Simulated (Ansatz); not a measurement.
# [PH4]+ (phosphonium) at 6 levels

Aim: a comparison of 6 runs (B2PLYP/6-31G, r2SCAN/3-21G, r2SCAN0/3-21G, MP2/3-21G, MP2/6-31G, CCSDT(Q)/6-31G) of [PH4]+ (phosphonium). 

The calculation is run with Ansatz 0.2.0.

## (1) The molecule

The species is [PH4]+ (5 atoms), meant as a singlet with charge +1. SMILES: `[PH4+]`. The H3–P1 distance was set to 3.438 Å, away from the relaxed value. At this shape a bond of the SMILES string is far longer than usual.

Bond lengths: P1–H2 1.375 Å, P1–H4 1.375 Å, P1–H5 1.375 Å. Angles: H2–P1–H4 109.5°, H2–P1–H5 109.5°, H4–P1–H5 109.5°.

## (2) The energy at B2PLYP/6-31G (run 1)

molecule.yaml

```yaml
crystal:
  periodic: [false, false, false]
  atoms:
    - {symbol: P, position_ang: [0.925931, 1.524077, -1.036391]}
    - {symbol: H, position_ang: [2.283411, 1.462747, -0.825991]}
    - {symbol: H, position_ang: [-0.617320, -1.016050, 0.691010]}
    - {symbol: H, position_ang: [0.664091, 1.390327, -2.379781]}
    - {symbol: H, position_ang: [0.447701, 2.735217, -0.594611]}
basis:
  gaussian:
    orbitals: 6-31G
correlation:
  frozen_orbitals: {H: 0, P: 5}
hamiltonian:
  xc: {name: B2PLYP}
total_charge: 1
accuracy: high
```

On the command line:

```bash
$ ansatz run molecule.yaml --threads 1 --pin off --max-ram 2610MiB --events-out events.jsonl --progress --plain --runs-dir runs
```

Output:

```text
Warning: RAYON_NUM_THREADS=1 ignored (pool sized by the plan → 1); use --threads N
Functional definition: B2PLYP
  name "B2PLYP"
  parameter a = 0.53
  parameter c = 0.27
  exchange = (1 - a)*b88_x + a*exact_x
  correlation = (1 - c)*lyp_c + c*(mp2_os + mp2_ss)
461 factors; integrals over basis functions are off by at most 4.1e-9 eV
mean field evaluation 1: about -9329.1843 eV, gradient 2.1e1 eV
mean field evaluation 2: about -9329.1855 eV, gradient 2.1e1 eV
mean field evaluation 4: about -9331.8058 eV, gradient 7.9e0 eV
mean field evaluation 8: about -9333.1483 eV, gradient 4.5e-1 eV
mean field evaluation 16: about -9333.1483 eV, gradient 8.5e-6 eV
mean field -9333.14829962 eV, -342.9868737758 hartree, gradient 6.5e-9 eV, S^2 0.000000; 0 other end points of the search recorded, 0 dependent functions left out; unrestricted orbitals would lower it
5 core orbitals not correlated: weight in the atoms' cores, before any rotation towards them, 1.000 or more for the frozen orbitals, at most 0.000 for the correlated occupied ones
reference -9333.14832218 eV, -342.9868746051 hartree; 4, 4 occupied and 12, 12 virtual orbitals, 461 factors
second order -4.68260315 eV of doubles, -0.00000000 eV of singles
Total energy: -9334.41262503 eV, -343.0333368779 hartree
```

It took 0.99 s on 1 thread of AMD EPYC 7R43 (Zen 3), shared host; peak memory 0.1 GiB.

## (3) The energy at r2SCAN/3-21G (run 2)

run.yaml

```yaml
crystal:
  periodic: [false, false, false]
  atoms:
    - {symbol: P, position_ang: [0.925931, 1.524077, -1.036391]}
    - {symbol: H, position_ang: [2.283411, 1.462747, -0.825991]}
    - {symbol: H, position_ang: [-0.617320, -1.016050, 0.691010]}
    - {symbol: H, position_ang: [0.664091, 1.390327, -2.379781]}
    - {symbol: H, position_ang: [0.447701, 2.735217, -0.594611]}
basis:
  gaussian: {orbitals: 3-21G.json}
total_charge: 1
hamiltonian: {xc: {name: r2SCAN}}
accuracy: high
```

The basis set 3-21G is read from a file made from the Basis Set Exchange's data (not shown).

On the command line:

```bash
$ ansatz run run.yaml --threads 1 --pin off --max-ram 2610MiB --events-out events.jsonl --progress --plain --runs-dir runs
```

Output:

```text
Warning: RAYON_NUM_THREADS=1 ignored (pool sized by the plan → 1); use --threads N
Functional definition: r2SCAN
  name "r2SCAN"
  parameter k0 = 0.174
  parameter k1 = 0.065
  parameter a1 = 4.9479
  exchange = r2scan_x(k0 = k0, k1 = k1, a1 = a1)
  correlation = r2scan_c
403 factors; integrals over basis functions are off by at most 4.8e-9 eV
mean field evaluation 1: about -9285.6167 eV, gradient 2.8e1 eV
mean field evaluation 2: about -9271.9339 eV, gradient 4.7e1 eV
mean field evaluation 4: about -9276.5963 eV, gradient 3.1e1 eV
mean field evaluation 8: about -9288.1674 eV, gradient 9.6e0 eV
mean field evaluation 16: about -9291.0187 eV, gradient 7.0e-9 eV
mean field -9291.01869231 eV, -341.4386392639 hartree, gradient 9.2e-9 eV, S^2 0.000000; 0 other end points of the search recorded, 0 dependent functions left out
reference -9291.01869276 eV, -341.4386392802 hartree; 9, 9 occupied and 12, 12 virtual orbitals, 403 factors
Total energy: -9291.01869276 eV, -341.4386392802 hartree
```

Wall time 2 s (1 thread of AMD EPYC 7R43 (Zen 3), shared host); peak memory 0.13 GiB.

Runs 3 to 5 aren't shown in full; the table further down has their settings and results.

## (4) The energy at CCSDT(Q)/6-31G (run 6)

job.yaml

```yaml
crystal:
  periodic: [false, false, false]
  atoms:
    - {symbol: P, position_ang: [0.925931, 1.524077, -1.036391]}
    - {symbol: H, position_ang: [2.283411, 1.462747, -0.825991]}
    - {symbol: H, position_ang: [-0.617320, -1.016050, 0.691010]}
    - {symbol: H, position_ang: [0.664091, 1.390327, -2.379781]}
    - {symbol: H, position_ang: [0.447701, 2.735217, -0.594611]}
basis:
  gaussian: {orbitals: 6-31G}
scf: {omitted_lower_state_checks: [cluster_reference, increment]}
accuracy: high
correlation: {method: ccsdt_q, frozen_orbitals: {H: 0, P: 5}}
total_charge: 1
magnetization: {spin_polarized: false}
```

On the command line:

```bash
$ ansatz run job.yaml --threads 1 --pin off --max-ram 2610MiB --events-out events.jsonl --progress --plain --runs-dir runs
```

Output:

```text
Warning: RAYON_NUM_THREADS=1 ignored (pool sized by the plan → 1); use --threads N
[... 11 lines left out ...]
5 core orbitals not correlated: weight in the atoms' cores, before any rotation towards them, 1.000 or more for the frozen orbitals, at most 0.000 for the correlated occupied ones
[... 32 lines left out ...]
WARN: these amplitudes may be one of several solutions (largest doubles amplitude 0.84, level shift 4.79 eV)
Total energy: -9324.00906587 eV, -342.6510131302 hartree
Checks for a lower state left out: cluster_reference, increment
```

Run time: 0.53 s. Hardware: 1 thread of AMD EPYC 7R43 (Zen 3), shared host.

## (5) All runs side by side

```csv
run,level,frozen core orbitals,energy (Eh),wall time
1,B2PLYP/6-31G,5,-343.033337,0.99 s
2,r2SCAN/3-21G,–,-341.438639,2 s
3,r2SCAN0/3-21G,–,-341.425777,1.6 s
4,MP2/3-21G,5,-340.885854,0.16 s
5,MP2/6-31G,5,-342.579776,0.22 s
6,CCSDT(Q)/6-31G,5,-342.651013,0.53 s
```

## (6) Results

| quantity | value |
| --- | --- |
| run 6: total energy | -342.65101 Eh |
| run 6: correlation energy (5 core orbitals frozen) | -177.5 mEh |
| run 6: T1 diagnostic | 0.127 |

**Reading.** Totals of different functionals can't be ranked against each other. In runs 1, 4, 5, 6 the log says that unrestricted orbitals would lower the reference, so the values rest on an unstable closed-shell determinant (other closed-shell runs at this shape may share the fault). All runs together took 5.5 s, the longest 2 s.
